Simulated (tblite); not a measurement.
Isomers of C4H7P. Calculated harmonic vibrations of the isolated species, GFN2-xTB (tblite), most abundant isotopes, no scaling. The method is semi-empirical: single wavenumbers can be off by several per cent or more. Modes of hydrogen on phosphorus can be 10 to 20 % off. One conformer each.

Electronic energies: GFN2-xTB at the same geometries; isomer energies are rough at this level and their order can be wrong.

```tsv
SMILES	electronic energy, lowest = 0 (kcal/mol)
CC(C)C#P	17.9
C#CCPC	32.9
C1=CCPC1	0.0
C#CP(C)C	34.0
C=C/P=C/C	30.3
CC1=CP1C	35.4
```

Q: How do GFN2-xTB zero-point energies change the relative energies?

A: 
```csv
SMILES,ZPE (kcal/mol),of it from modes above 1550 cm⁻¹,electronic (kcal/mol),"with ZPE, lowest = 0 (kcal/mol)",lowest mode (cm⁻¹),rings
C1=CCPC1,59.8,31.3,0.0,0.0,153,1
CC(C)C#P,61.6,32.6,17.9,19.7,122,0
C=C/P=C/C,59.3,32.6,30.3,29.8,73,0
C#CCPC,57.3,32.6,32.9,30.4,86,0
C#CP(C)C,58.0,33.7,34.0,32.3,125,0
CC1=CP1C,58.8,32.8,35.4,34.4,87,1
```

The zero-point energies span 4.3 kcal/mol, from `C#CCPC` to `CC(C)C#P`. The order is unchanged.

Q: What do entropy and thermal enthalpy add at 298.15 K and 1 bar (rigid rotor, harmonic oscillator, one conformer each)?

A: 
```json
{"SMILES": "C1=CCPC1", "point group": "Cs", "symmetry number": "1", "S (cal/(mol K))": "72.2", "H − H(0) (kcal/mol)": "3.78", "ZPE + H − H(0) − TS (kcal/mol)": "42.0"}
{"SMILES": "CC(C)C#P", "point group": "Cs", "symmetry number": "1", "S (cal/(mol K))": "79.4", "H − H(0) (kcal/mol)": "4.66", "ZPE + H − H(0) − TS (kcal/mol)": "42.6"}
{"SMILES": "C=C/P=C/C", "point group": "Cs", "symmetry number": "1", "S (cal/(mol K))": "80.8", "H − H(0) (kcal/mol)": "4.89", "ZPE + H − H(0) − TS (kcal/mol)": "40.1"}
{"SMILES": "C#CCPC", "point group": "C1", "symmetry number": "1", "S (cal/(mol K))": "81.3", "H − H(0) (kcal/mol)": "4.99", "ZPE + H − H(0) − TS (kcal/mol)": "38.0"}
{"SMILES": "C#CP(C)C", "point group": "Cs", "symmetry number": "1", "S (cal/(mol K))": "82.6", "H − H(0) (kcal/mol)": "5.27", "ZPE + H − H(0) − TS (kcal/mol)": "38.6"}
{"SMILES": "CC1=CP1C", "point group": "C1", "symmetry number": "1", "S (cal/(mol K))": "81.9", "H − H(0) (kcal/mol)": "5.02", "ZPE + H − H(0) − TS (kcal/mol)": "39.4"}
```
